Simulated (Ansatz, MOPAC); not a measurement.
System: C$_{3}$H$_{3}$ (charge 0, doublet). SMILES: C#C[CH2]

Atoms: C1, C2, C3, H4, H5, H6. Bonds: C1-C2, C1-C3, C2-H4, C3-H5, C3-H6.

Bond lengths (Å) and angles (degrees) optimised at PM3 with MOPAC; HF/STO-3G with Ansatz (a quantum-chemistry and plane-wave program); PBE/6-31G* with Ansatz, each started from the B3LYP-D3(BJ)/def2-TZVP structure (Ansatz) of the last column. A row stands for all coordinates that are equal there; 7 of 8 kinds are shown. 6-31G* holds six Cartesian d functions. No wavenumbers were computed at HF/STO-3G, PBE/6-31G*, so these may be saddle points.

```json
[
 {"coordinate": "C1-C2", "PM3": "1.210", "HF/STO-3G": "1.213", "PBE/6-31G*": "1.240", "B3LYP-D3(BJ)/def2-TZVP": "1.221"},
 {"coordinate": "C1-C3", "PM3": "1.372", "HF/STO-3G": "1.401", "PBE/6-31G*": "1.371", "B3LYP-D3(BJ)/def2-TZVP": "1.364"},
 {"coordinate": "C2-H4", "PM3": "1.064", "HF/STO-3G": "1.066", "PBE/6-31G*": "1.074", "B3LYP-D3(BJ)/def2-TZVP": "1.062"},
 {"coordinate": "C3-H5", "PM3": "1.084", "HF/STO-3G": "1.083", "PBE/6-31G*": "1.094", "B3LYP-D3(BJ)/def2-TZVP": "1.082"},
 {"coordinate": "C2-C1-C3", "PM3": "180.0", "HF/STO-3G": "180.0", "PBE/6-31G*": "180.0", "B3LYP-D3(BJ)/def2-TZVP": "180.0"},
 {"coordinate": "C1-C2-H4", "PM3": "180.0", "HF/STO-3G": "180.0", "PBE/6-31G*": "180.0", "B3LYP-D3(BJ)/def2-TZVP": "180.0"},
 {"coordinate": "C1-C3-H5", "PM3": "121.0", "HF/STO-3G": "121.1", "PBE/6-31G*": "121.2", "B3LYP-D3(BJ)/def2-TZVP": "120.8"}
]
```

Mean signed difference of all 5 bond lengths from B3LYP-D3(BJ)/def2-TZVP: PM3 0.001 Å, HF/STO-3G 0.007 Å, PBE/6-31G* 0.013 Å.
